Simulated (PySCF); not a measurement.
**Worked example for `COC=P` (C2H5OP): proton affinity at atom P4**

Coordinates in Å; atoms count from 1 in this order:
```
C    -1.1115   -0.2172   -0.2117
O    -0.3807    0.9414    0.1023
C     0.9306    0.8543    0.2864
P     2.0552   -0.4146    0.2305
H    -2.1592    0.0916   -0.3096
H    -1.0195   -0.9728    0.5868
H    -0.7640   -0.6601   -1.1605
H     1.3289    1.8498    0.5253
H     1.1467   -1.4710   -0.0978
```

Level of theory: ωB97X-D3(BJ)/def2-TZVP single points in PySCF, grid level 2; every species was optimised with PBE0-D3(BJ)/def2-SVP. Zero-point and thermal terms (298.15 K, 1 bar) come from unscaled PBE0-D3(BJ)/def2-SVP harmonic frequencies, with soft modes damped to free rotors in the entropy.

Step: `COC=[PH2+]` → `COC=P` + H⁺.

| species | charge | multiplicity | E / Eh |
| --- | --- | --- | --- |
| `COC=[PH2+]` | 1 | 1 | -496.218555 |
| `COC=P` | 0 | 1 | -495.886676 |

Thermal terms, products less reactant: Δ(H − E) = -18.72 kJ/mol, Δ(G − E) = -47.64 kJ/mol (the bare proton has no electronic energy, H = 5/2 RT). 1 Eh = 2625.50 kJ/mol.

**Question.** What are ΔE, ΔH and ΔG of this step?

**Answer.** ΔE = 0.331879 Eh = 871.35 kJ/mol; ΔH = 852.6 kJ/mol; ΔG = 823.7 kJ/mol, all in the gas phase at 298.15 K and 1 bar. The digits show the arithmetic; the method itself can be off by 10 kJ/mol or more.
